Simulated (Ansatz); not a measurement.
Two isomers of C3H5NO: A = `C=C(O)C=N`, B = `OC1=CNC1`.

Calculated with Ansatz (gas phase, PBE0-D4/def2-TZVP geometries, no zero-point term in ΔE). CCSD(T)/CBS is the MP2 limit (def2-TZVPP, def2-QZVPP) plus CCSD(T) − MP2 in def2-TZVPP, frozen cores. Functionals use def2-TZVPP. Each species was taken in one conformer, which may not be the lowest.

A:

Z-matrix (Å, degrees):
```
C
C 1 1.335
H 1 1.081 2 119.4
H 1 1.082 2 121.7 3 -180.0
O 2 1.340 1 123.8 3 -180.0
C 2 1.465 1 121.6 3 0.0
H 5 0.976 2 105.3 1 -180.0
N 6 1.268 2 117.7 1 180.0
H 6 1.093 2 117.1 1 -0.0
H 8 1.016 6 113.1 2 -180.0
```

B:

Z-matrix (Å, degrees):
```
C
N 1 1.493
C 1 1.505 2 86.4
H 1 1.093 2 112.2 3 116.5
H 1 1.094 2 113.9 3 -117.8
C 2 1.443 1 87.4 3 2.4
H 2 1.017 1 112.0 3 116.5
O 3 1.347 1 133.5 2 165.0
H 6 1.081 2 126.8 1 -176.0
H 8 0.961 3 109.2 1 35.8
```

(1) Which is lower in electronic energy at CCSD(T)/CBS, and by how much? (Best estimate.)

(2) Give E(B) − E(A) in kcal/mol with B2PLYP, ωB97M-V, CCSD/def2-TZVPP, PBE-D4, BLYP-D4, PBE0-D4, LDA (SPW92). (Best estimate.)

(3) Does the order hold for the free energy at 298.15 K (harmonic terms from PBE0-D4)? (Estimate.)

Largest T1 diagnostic: 0.013.

Results:

(1) Ansatz gave: A, by 30.0 kcal/mol.

(2) Computed: B2PLYP 32.3, ωB97M-V 29.3, CCSD/def2-TZVPP 30.1, PBE-D4 29.0, BLYP-D4 35.1, PBE0-D4 27.3, LDA (SPW92) 25.8. None reverses the order clearly.

(3) Ansatz gave: Yes: G(B) − G(A) = +30.6 kcal/mol, for one conformer each.

In def2-TZVPP, CCSD(T) changes the Hartree–Fock value by −3.4 kcal/mol (the triples alone add +0.4 kcal/mol) and MP2 by −5.0 kcal/mol. From PBE to PBE0 (25 % exact exchange), in def2-TZVPP and without D4, E(B) − E(A) moves by −1.7 kcal/mol.
